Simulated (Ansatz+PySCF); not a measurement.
A calculation with PySCF 2.14.0.

```python
from pyscf import gto, scf, mp

mol = gto.M(atom="""
N -0.029850 0.000000 0.653550
N 0.029850 0.000000 -0.653550
H 0.009220 -0.898060 1.162760
H 0.009220 0.898060 1.162760
H -0.009220 -0.898060 -1.162760
H -0.009220 0.898060 -1.162760
""", basis='cc-pvtz', charge=1, spin=1)
mf = scf.UHF(mol)
mf.kernel()
pt = mp.MP2(mf, frozen=2).run()
print(mf.e_tot, pt.e_corr, pt.e_tot)
```

The script is written out from the run's settings.

Results

```
Converged                       : yes
Reference energy                : -110.96902 hartree
Correlation energy              : -0.40347 hartree
Total energy                    : -111.37249 hartree
Spin squared of the determinant : 0.771
```

Caution: MP2 on this radical cation hangs on the determinant chosen.
